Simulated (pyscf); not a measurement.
**Four-centre exchange: F–WH₂(F)(F)–F + H₂ → F–WH₂(F)(F)–F + H₂**

Gas phase, singlet surface, charge 0. Bonds broken: W2–H6, H8–H9. Bonds formed: W2–H8, H6–H9. Structures and frequencies: ωB97X-D3(BJ)/def2-SVP in PySCF.

Transition state (Å):

```xyz
9

F     -0.3816    -0.1887     1.7140
W     -0.8069    -0.2774    -0.1153
F     -0.3817    -2.0775     0.0940
F     -2.0130    -0.9339    -1.3991
F     -2.1675     0.9579     0.3033
H      0.1731     1.2104     0.1207
H      0.6834    -0.2863    -0.8981
H     -0.6987     0.8169    -1.5336
H     -0.2499     1.3323    -0.7885
```

One imaginary mode, 883i cm⁻¹; descent along it reached the two sides named.

```csv
bond,change,reactant side (Å),saddle,product side
W2–H6,breaks,1.667,1.797,3.3
H8–H9,breaks,0.760,1.011,2.9
W2–H8,forms,3.4,1.795,1.667
H6–H9,forms,3.0,1.010,0.760
```

Electronic energies relative to the separated reactants (kcal/mol):

```csv
level,barrier,reaction energy,reverse barrier
ωB97X-D3(BJ)/def2-TZVP,16.9,0.0,16.9
PBE/def2-TZVP,12.7,0.0,12.7
r²SCAN/def2-TZVP,13.0,0.0,13.0
B3LYP-D3(BJ)/def2-TZVP,17.8,0.0,17.8
PBE0-D3(BJ)/def2-TZVP,12.3,0.0,12.3
M06-2X/def2-TZVP,19.3,0.0,19.3
ωB97M-D3(BJ)/def2-TZVP,16.5,0.0,16.5
HF/def2-TZVP,31.1,0.0,31.1
```

With ωB97M-D3(BJ)/def2-TZVP energies and thermal terms (ideal gas, 1 atm, RRHO with modes under 100 cm⁻¹ raised to 100, one conformer, R ln 2 for chiral ones without a mode under 150 cm⁻¹), in kcal/mol:

| T (K) | ΔH‡ | ΔG‡ | ΔH | ΔG |
|---|---|---|---|---|
| 298 | 18.6 | 27.5 | 0.0 | 0.0 |
| 600 | 17.4 | 37.1 | 0.0 | 0.0 |
| 900 | 16.9 | 47.1 | 0.0 | 0.0 |
| 1200 | 16.9 | 57.1 | 0.0 | 0.0 |

At the saddle there is also a short H–W contact that neither side keeps. One saddle was located; it need not be the lowest between these sides. Elements past Kr carry the def2 core potentials, without spin-orbit coupling.
